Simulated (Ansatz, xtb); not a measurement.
Species: BeH (charge +1, singlet). 
Coordinates optimised at B3LYP-D3(BJ)/def2-TZVP (Ansatz, a first-principles code):
```
Be
H 1 1.3221
```
Charge +1, spin multiplicity 1.

Harmonic wavenumbers from GFN2-xTB (xtb, at its own minimum), cm⁻¹: 1448.

### Question
Give the harmonic wavenumbers at B3LYP-D3(BJ)/def2-TZVP (Ansatz, finite differences of forces, unscaled).

### Answer
2181 cm⁻¹. Zero-point energy 3.1 kcal/mol.

### Question
From these and the geometry, give the ideal-gas thermochemistry at 298.15 K and 1 atm (rigid rotor, harmonic oscillator).

### Answer
Point group C∞v, rotational symmetry number 1. Rotational constants 318.9, 318.9 GHz. S(trans) 32.86, S(rot) 7.89, S(vib) 0.00, S(elec, spin only) 0.00, S 40.7 cal/(mol K). H(298) - H(0) 2.07 kcal/mol; G - E(el) -7.0 kcal/mol.
